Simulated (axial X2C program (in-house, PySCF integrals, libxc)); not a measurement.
# LiC⁺ along the bond: PBE0, 2c

All values were computed with an axial X2C code built on PySCF integrals. Two-component (2c) means X2C with spin–orbit coupling and atomic mean-field two-electron Coulomb and Gaunt terms. Basis: C dyall-v4z [8s7p3d2f1g], Li dyall-v4z [10s10p5d3f] (cores contracted in-house); Gaussian nuclei, density fitting, unrestricted open shells. Masses: C 12.000 u, Li 7.016 u.

State: Ω = 2 (⟨Sz⟩ = 1.00, ⟨Lz⟩ = 1.00 at PBE0). Dipoles are positive if Li is the positive end and refer to the centre of mass.

```tsv
R (Å)	μ (D)	HOMO (eV)	LUMO (eV)
2.002	4.543	-14.37	-11.06
2.094	4.815	-14.18	-10.86
2.163	5.024	-14.04	-10.72
2.232	5.238	-13.90	-10.59
2.301	5.456	-13.76	-10.45
2.381	5.714	-13.61	-10.30
2.462	5.977	-13.46	-10.15
2.566	6.321	-13.28	-9.97
2.692	6.749	-13.06	-9.75
2.876	7.385	-12.76	-9.45
```

(1) The minimum lies at 2.288 Å. What is the dipole moment there?

The state is one determinant whose occupation by symmetry is held fixed; it was picked as the lowest of a PBE0 search that is not exhaustive. Density functionals use the spin component along the axis (collinear). PBE0 can misorder states that lie within some tenths of an eV, so this need not be the ground state of the molecule. The nearest other 2c determinant of the search, Ω = 1, lies 0.44 eV up at the distance of the search. Without a current term, density functionals place determinants with orbital angular momentum somewhat too high. With several unpaired electrons one determinant need not be a pure state. Open-shell Ω = 0 determinants with evenly filled partner blocks cannot be reached by this program, so the Ω shown need not be the lowest component.

Results:

(1) At PBE0, 2c, with the sign and origin stated: μ = 5.41 D.
